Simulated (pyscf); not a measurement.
One substitution at C on the doublet surface with elements of a group swapped. ωB97M-D3(BJ)/def2-TZVP, kcal/mol, from the separated reactants. Structures and frequencies: ωB97X-D3(BJ)/def2-SVP in PySCF.

```
step                                barrier  reaction energy  imaginary mode (i cm⁻¹)
----------------------------------  -------  ---------------  -----------------------
H₃C–CH₃ + GaH₂• -> H₃C–GaH₂ + CH₃•        …                …                     1228
H₃C–CH₃ + InH₂• -> H₃C–InH₂ + CH₃•     55.2            +30.8                     1105
```

Question: Complete the blanks.

Answer: 
- H₃C–CH₃ + GaH₂• -> H₃C–GaH₂ + CH₃•, barrier: 49.3
- H₃C–CH₃ + GaH₂• -> H₃C–GaH₂ + CH₃•, reaction energy: +18.8

Each row is the saddle that its search found. Elements up to Kr have no core potential and no relativistic terms here. Elements past Kr carry the def2 core potentials, without spin-orbit coupling.
